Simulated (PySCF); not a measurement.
Input of a run (PBE0-D3(BJ)/def2-SVP geometry optimisation, gas phase (PySCF 2.14.0)), started from MMFF94s:
```
{"job": {"xc": "PBE0", "basis": "def2-SVP", "d3": "d3bj", "grid": 1, "kind": "geom"}, "charge": 0, "multiplicity": 1}
C     -0.059777     0.008978     0.006244
F      1.274754    -0.191452    -0.133165
H     -0.330049    -0.143249     1.053114
H     -0.294978     1.030625    -0.298837
H     -0.589950    -0.704903    -0.627356
```

Output (energies in Eh, forces in Eh/bohr):
```
step   0  E = -139.48365354  max force = 0.010386
step   1  E = -139.48419528  max force = 0.002231
step   2  E = -139.48421478  max force = 0.000181
step   3  E = -139.48421555  max force = 0.000104
optimisation converged
```

**Question.** Summarise the run.

**Answer.** The energy falls by 0.015 eV over 4 energy and gradient evaluations, the largest force component goes from 0.0104 to 1.0e-04 Eh/bohr, and the atoms move by 0.015 Å rms after alignment. Among the bonds, C1–H3, C1–H4 and C1–H5 change most and about equally (+0.011 Å). Bonds longer at the end by more than 0.005 Å: 4 of 4; shorter: 0. The energy never rose by more than 1e-6 Eh on the way. The first step brought 96 % of the lowering.

**Question.** What are the final bond lengths?

**Answer.** C1–F2 1.363 Å, C1–H3 1.103 Å, C1–H4 1.103 Å, C1–H5 1.103 Å. Numbering counts from 1 in the input's order; the species is `CF` (CH3F).

The run used 43 basis functions and 21 SCF cycles in all.

No PBE0-D3(BJ)/def2-SVP frequencies stand behind this structure, so it isn't proved a minimum.
